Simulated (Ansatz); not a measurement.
# Sb (Pm-3m, No. 221, 1 atom in the cell; start mp-133; another form than the element's usual one)

Level of theory: r²SCAN-D4 (Ansatz, an electronic-structure program, PAW).

Numerical settings: plane-wave cutoff 500 eV, 12×12×12 k mesh, Fermi–Dirac smearing 0.05 eV, scalar-relativistic PAW data made under PBE.

Cell (relaxed at this level):

Space group Pm-3m (No. 221); a = b = c = 3.0710 Å, α = β = γ = 90.00°

```tsv
atom	site	symmetry	x	y	z
Sb	1a	m-3m	0.0000	0.0000	0.0000
```

```yaml
band_gap: none
```

Note: the relaxation could not lower the start's symmetry, so the cell can be a saddle point above a distorted one.

Spin–orbit coupling is not included.

Static lattice: no zero-point or thermal effects.

Computing time: about 12 core-seconds (a rough figure).

A start named mp-… is a Materials Project structure, which need not be a measured phase.
